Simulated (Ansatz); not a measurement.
# Worked example: C2H5FO → H2CO + CH3F

Species: C2H5FO (methoxymethyl fluoride) `COCF`, singlet; H2CO (formaldehyde) `C=O`, singlet; CH3F (fluoromethane) `CF`, singlet. 

Shapes, held fixed at every level: PBE0-D4/def2-TZVP. Flexible molecules stand in one conformer, not always the lowest. Programs: Ansatz 0.2.0. The zero-point and thermal change to 298 K, harmonic and unscaled (PBE0-D4/def2-TZVP), is -14.2 kJ/mol.

At CCSD(T)/CBS estimate; 1 Eh = 2625.50 kJ/mol:

```
species  energy (Eh)
 C2H5FO  -254.057161
   H2CO  -114.394077
   CH3F  -139.634611
```

Problem. Work out ΔH(298 K) of the reaction at this level.

Solution. 
1. Products less reactants: (-114.394077) + (-139.634611) − [(-254.057161)] = 0.028473 Eh = +74.8 kJ/mol.
2. With the thermal change: +74.8 + (-14.2) = +60.6 kJ/mol.

Other levels give +40.8 (HF/def2-TZVPP) to +72.3 kJ/mol (r2SCAN-D4/def2-TZVPP). No measured value is set beside it here. The CBS estimate extrapolates MP2 from def2-TZVPP and def2-QZVPP and adds CCSD(T) − MP2 in the triple-zeta set, cores frozen.
